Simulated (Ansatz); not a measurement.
Input file for AlH$_{6}$P (`[AlH3-][PH3+]`):

```yaml
crystal:
  periodic: [false, false, false]
  atoms:
    - {symbol: Al, position_ang: [-0.472059, 0.166915, -1.354480]}
    - {symbol: P, position_ang: [0.371450, -0.137046, 0.994620]}
    - {symbol: H, position_ang: [0.029996, -1.240687, -1.920089]}
    - {symbol: H, position_ang: [-2.016434, 0.334663, -0.979965]}
    - {symbol: H, position_ang: [0.379780, 1.475822, -1.692949]}
    - {symbol: H, position_ang: [0.167186, 0.896877, 1.930472]}
    - {symbol: H, position_ang: [1.750255, -0.340237, 1.204815]}
    - {symbol: H, position_ang: [-0.118074, -1.213406, 1.761674]}
basis:
  gaussian: {orbitals: def2-SVP}
correlation: {method: ccsd_t}
```

```sh
$ ansatz run in.yaml --threads 4 --pin off --events-out ev --progress --plain --max-ram 10444MiB
```

The program prints (abridged):

```
Functional definition: HF
631 factors; integrals over basis functions are off by at most 1.0e-3 eV
mean field evaluation 1: about -15943.0138 eV, gradient 1.4e1 eV
mean field evaluation 2: about -15943.0183 eV, gradient 1.4e1 eV
mean field evaluation 4: about -15944.1537 eV, gradient 9.4e-1 eV
mean field evaluation 8: about -15944.1581 eV, gradient 5.5e-6 eV
mean field -15944.15812553 eV, -585.9370037749 hartree, gradient 1.2e-6 eV, S^2 0.000000; 0 other end points of the search recorded, 0 dependent functions left out
10 core orbitals not correlated: weight in the atoms' cores, before any rotation towards them, 1.000 or more for the frozen orbitals, at most 0.000 for the correlated occupied ones
reference -15944.15812553 eV, -585.9370037749 hartree; 7, 7 occupied and 49, 49 virtual orbitals, 631 factors
second order -5.83806546 eV of doubles, -0.00000000 eV of singles
cycle   1  -6.82794494 eV  change   -9.9e-1 eV  update   7.1e-2
cycle   2  -7.17344389 eV  change   -3.5e-1 eV  update   2.4e-2
cycle   3  -7.18508234 eV  change   -1.2e-2 eV  update   5.3e-3
cycle   4  -7.18354389 eV  change    1.5e-3 eV  update   1.7e-3
cycle   5  -7.18309815 eV  change    4.5e-4 eV  update   5.2e-4
cycle   6  -7.18301103 eV  change    8.7e-5 eV  update   1.5e-4
cycle   7  -7.18300087 eV  change    1.0e-5 eV  update   4.4e-5
cycle   8  -7.18300846 eV  change   -7.6e-6 eV  update   1.4e-5
perturbative correction -0.15040347 eV, -0.0055272256 hartree
Total energy: -15951.49153747 eV, -586.2065016925 hartree
```

Hardware: 4 threads of an Arm Neoverse V1 on a shared host. Wall time 0.4 s, peak host memory 0.14 GiB.

MP2 recovers 79.6 % of the CCSD(T) correlation energy and the triples give 2.1 %; T1 = 0.0102.
